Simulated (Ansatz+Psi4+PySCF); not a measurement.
The numbers below are computed, except where a source is named.
## Ansatz (development build ahead of 0.2.0) run

```yaml
crystal:
  periodic: [false, false, false]
  atoms:
    - { symbol: C, position_ang: [-0.07104, 0.6721, 0.0164] }
    - { symbol: O, position_ang: [-0.03933, -0.76677, -0.02778] }
    - { symbol: H, position_ang: [-1.1128, 0.96007, 0.02033] }
    - { symbol: H, position_ang: [0.87481, -1.02352, -0.01625] }
    - { symbol: H, position_ang: [0.44589, 1.09704, 0.91513] }
    - { symbol: H, position_ang: [0.45381, 1.09597, -0.91124] }
basis:
  gaussian: { orbitals: cc-pVTZ }
total_charge: 1
magnetization:
  spin_polarized: true
  initial_magnetization: 1
hamiltonian:
  xc: hf
correlation:
  method: mp2
  frozen_orbitals: { C: 1, H: 0, O: 1 }
scf:
  omitted_lower_state_checks: [starts, atomic_configurations, cluster_reference, orbital_swaps, given_window_search, neighbouring_geometries, increment]
```

The input is written out in the form of the current development build from the run's settings.

The run gave:

```
Converged                       : yes
Reference energy                : -114.73240 hartree
Correlation energy              : -0.36857 hartree
Total energy                    : -115.10097 hartree
Spin squared of the determinant : 0.762
Stability test                  : minimum
```
